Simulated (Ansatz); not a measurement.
A run of Ansatz (development build ahead of 0.2.0) on singlet SO₂ at this shape:

```xyz
3

S     0.0069    0.0068   -0.3738
O    -0.0053    1.2583    0.3746
O    -0.0062   -1.2445    0.3765
```

Its results:

- Converged: yes
- Reference energy: -540.61944 hartree
- Correlation energy: -0.19965 hartree
- Total energy: -540.81909 hartree
- Spin squared of the determinant: 0.000

Q: Which input gives this output? Name the method, the orbitals and the basis set, and write the input.

A: RHF-MP2 in STO-3G. An unrestricted run that stays on the closed shell gives the same numbers.

```yaml
crystal:
  periodic: [false, false, false]
  atoms:
    - { symbol: S, position_ang: [0.00691, 0.00678, -0.37383] }
    - { symbol: O, position_ang: [-0.00526, 1.2583, 0.37456] }
    - { symbol: O, position_ang: [-0.00616, -1.24449, 0.3765] }
basis:
  gaussian: { orbitals: STO-3G }
hamiltonian:
  xc: hf
correlation:
  method: mp2
  frozen_orbitals: { O: 1, S: 5 }
```

Caution: no unrestricted run beside it, a lower state can exist.
